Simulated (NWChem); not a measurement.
System: ammonia (NH₃); SMILES N

NWChem input:

```
start job
memory heap 200 mb stack 900 mb global 1100 mb
geometry units angstroms
  N      0.000000     0.000000     0.138852
  H      0.661761     0.661761    -0.266384
  H      0.242221    -0.903982    -0.266384
  H     -0.903982     0.242221    -0.266384
end
basis spherical
  * library 6-31g*
end
dft
  xc hfexch
  iterations 150
end
driver
  maxiter 120
end
task dft optimize
task dft freq
```

The level has its own optimisation; frequencies are unscaled.

Problem. What results follow from this input? (Hartree-Fock/6-31G* (spherical d).) Quantities: r H–N (Å); highest harmonic frequency (cm⁻¹); lowest (cm⁻¹); zero-point energy (kcal/mol); dipole (D).

Solution. 
- r H–N (Å) = 1.003
- highest harmonic frequency (cm⁻¹) = 3816
- lowest (cm⁻¹) = 1211
- zero-point energy (kcal/mol) = 23.2
- dipole (D) = 1.91
